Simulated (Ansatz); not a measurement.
**SiHF2 (SMILES F[SiH]F) at UB2PLYP/STO-3G**

Aim: the energy change on altering one bond length of SiHF2 at UB2PLYP/STO-3G, from 2 runs. 

Program for the calculation: Ansatz 0.2.0.

66 further runs of the same task are left out: 9 that didn't finish, 57 set aside as unsound or not needed.

## 1. Starting point

SiHF2 has 4 atoms, charge 0, and is taken as a doublet. SMILES: `F[SiH]F`. Geometry: relaxed at GFN2-xTB.

Bond lengths: F1–Si2 1.606 Å, Si2–F3 1.606 Å, Si2–H4 1.439 Å. Angles: F1–Si2–F3 100.4°, F1–Si2–H4 108.7°, F3–Si2–H4 108.6°.

## 2. A single-point energy at UB2PLYP/STO-3G

The input, job.yaml:

```yaml
basis:
  gaussian:
    orbitals: STO-3G
crystal:
  periodic: [false, false, false]
  atoms:
    - {symbol: F, position_ang: [1.226950, 0.652980, -0.410280]}
    - {symbol: Si, position_ang: [-0.028060, -0.342890, -0.301090]}
    - {symbol: F, position_ang: [-1.234200, 0.716240, -0.252780]}
    - {symbol: H, position_ang: [0.035310, -1.026330, 0.964150]}
magnetization:
  spin_polarized: true
  initial_magnetization: 1
hamiltonian:
  xc: {name: B2PLYP}
correlation:
  frozen_orbitals: {F: 1, H: 0, Si: 5}
accuracy: high
```

Started as:

```sh
$ ansatz run job.yaml --threads 1 --pin off --max-ram 2610MiB --events-out events.jsonl --progress --plain --runs-dir runs
```

The log of the run:

```text
Warning: RAYON_NUM_THREADS=1 ignored (pool sized by the plan → 1); use --threads N
Functional definition: B2PLYP
  name "B2PLYP"
  parameter a = 0.53
  parameter c = 0.27
  exchange = (1 - a)*b88_x + a*exact_x
  correlation = (1 - c)*lyp_c + c*(mp2_os + mp2_ss)
361 factors; integrals over basis functions are off by at most 3.0e-8 eV
mean field evaluation 1: about -13143.7433 eV, gradient 1.5e1 eV
mean field evaluation 2: about -13143.7675 eV, gradient 1.5e1 eV
mean field evaluation 4: about -13145.8359 eV, gradient 6.5e-1 eV
mean field evaluation 8: about -13145.8450 eV, gradient 1.6e-2 eV
mean field evaluation 16: about -13145.8450 eV, gradient 3.5e-6 eV
mean field -13145.84496303 eV, -483.1008918177 hartree, gradient 4.4e-8 eV, S^2 0.753613; 0 other end points of the search recorded, 0 dependent functions left out
7 core orbitals not correlated: weight in the atoms' cores, before any rotation towards them, 1.000 or more for the frozen orbitals, at most 0.000 for the correlated occupied ones
reference -13145.84497648 eV, -483.1008923117 hartree; 10, 9 occupied and 3, 4 virtual orbitals, 361 factors
second order -2.52530360 eV of doubles, -0.00000000 eV of singles
Total energy: -13146.52680845 eV, -483.1259491745 hartree
```

Wall time 1.2 s (1 thread of Intel Xeon 6975P-C (Granite Rapids), shared host); peak memory 0.14 GiB.

## 3. The distorted shape

The input, run.yaml:

```yaml
basis:
  gaussian:
    orbitals: STO-3G
crystal:
  periodic: [false, false, false]
  atoms:
    - {symbol: F, position_ang: [1.540700, 0.901946, -0.437577]}
    - {symbol: Si, position_ang: [-0.028060, -0.342890, -0.301090]}
    - {symbol: F, position_ang: [-1.234200, 0.716240, -0.252780]}
    - {symbol: H, position_ang: [0.035310, -1.026330, 0.964150]}
magnetization:
  spin_polarized: true
  initial_magnetization: 1
hamiltonian:
  xc: {name: B2PLYP}
correlation:
  frozen_orbitals: {F: 1, H: 0, Si: 5}
accuracy: high
```

Started as:

```sh
$ ansatz run run.yaml --threads 1 --pin off --max-ram 2610MiB --events-out events.jsonl --progress --plain --runs-dir runs
```

The log of the run (excerpt; [...] marks lines left out):

```text
Warning: RAYON_NUM_THREADS=1 ignored (pool sized by the plan → 1); use --threads N
[... 2 set-up lines as earlier in the session ...]
[...]
353 factors; integrals over basis functions are off by at most 3.2e-8 eV
[...]
mean field -13144.42438360 eV, -483.0486864865 hartree, gradient 2.0e-8 eV, S^2 0.784177; 2 other end points of the search recorded, 0 dependent functions left out
7 core orbitals not correlated: weight in the atoms' cores, before any rotation towards them, 1.000 or more for the frozen orbitals, at most 0.000 for the correlated occupied ones
reference -13144.42439733 eV, -483.0486869909 hartree; 10, 9 occupied and 3, 4 virtual orbitals, 353 factors
second order -2.88378770 eV of doubles, -0.00000000 eV of singles
Total energy: -13145.20302000 eV, -483.0773008465 hartree
```

It took 1.4 s on 1 thread of Intel Xeon 6975P-C (Granite Rapids), shared host; peak memory 0.14 GiB.

## 4. Outcome

Level: UB2PLYP/STO-3G, 7 core orbitals frozen.

```
                                                          quantity          value
                                         first shape: total energy  -483.12595 Eh
                                                 first shape: ⟨S²⟩          0.754
                                     distorted shape: total energy  -483.07730 Eh
                                             distorted shape: ⟨S²⟩          0.784
energy change with the F1–Si2 bond stretched from 1.606 to 2.007 Å       1.324 eV
```

**Reading.** With the F1–Si2 bond stretched from 1.606 to 2.007 Å the energy rises by 1.32 eV (31 kcal/mol). The first shape isn't relaxed at this level, so the change isn't measured from a minimum. The minimal basis adds a large error of its own.
